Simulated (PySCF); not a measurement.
Start geometry of `C(=C)CNCC` from GFN2-xTB (Å):
```
atom  x, y, z in Å
C1     2.915    0.048    0.669
C2     1.655   -0.326    0.790
C3     0.840   -0.917   -0.327
N4    -0.275   -0.095   -0.769
C5    -1.382    0.022    0.162
C6    -2.530    0.777   -0.497
H7     3.456   -0.083   -0.254
H8     3.465    0.486    1.485
H9     1.132   -0.185    1.727
H10    1.482   -1.087   -1.197
H11    0.428   -1.881   -0.010
H12    0.062    0.829   -1.022
H13   -1.707   -0.993    0.411
H14   -1.110    0.529    1.103
H15   -2.801    0.294   -1.432
H16   -3.397    0.791    0.159
H17   -2.239    1.803   -0.710
```

Problem. What comes out of this run: PySCF 2.14.0, PBE0-D3(BJ)/def2-SVP geometry optimisation, gas phase?

Solution. 
```
atom  x, y, z in Å
C1     3.0123    0.1077    0.7132
C2     1.7285   -0.2401    0.8172
C3     0.9173   -0.8481   -0.2934
N4    -0.2220   -0.0638   -0.7276
C5    -1.3358    0.0079    0.1919
C6    -2.4935    0.7749   -0.4178
H7     3.5713   -0.0625   -0.2139
H8     3.5574    0.5654    1.5433
H9     1.2043   -0.0562    1.7636
H10    1.5758   -1.0340   -1.1590
H11    0.5383   -1.8366    0.0230
H12    0.0825    0.8727   -0.9866
H13   -1.6549   -1.0263    0.4120
H14   -1.0807    0.4592    1.1764
H15   -2.7970    0.3194   -1.3720
H16   -3.3605    0.7914    0.2592
H17   -2.2124    1.8215   -0.6200
```

The energy falls by 1.2 kcal/mol over 5 energy and gradient evaluations, the largest force component goes from 0.0135 to 3.9e-04 Eh/bohr, and the atoms move by 0.049 Å rms after alignment. Among the bonds, C1–H7 and C1–H8 change most and about equally (+0.016 to +0.017 Å). Bonds longer at the end by more than 0.005 Å: 11 of 16; shorter: 1. Among the angles that change most is H10–C3–H11, from 108.3° to 106.2°. Rotational constants go from 10643, 1506, 1452 to 10733, 1486, 1431 MHz. The orientation of the end geometry is arbitrary; only internal coordinates are fixed.

The run used 139 basis functions and 32 SCF cycles in all. On Arm Neoverse V1, one thread, shared host, this took 33 s wall.

Whether it is a minimum is left open (no frequencies). One conformer, not necessarily the lowest.
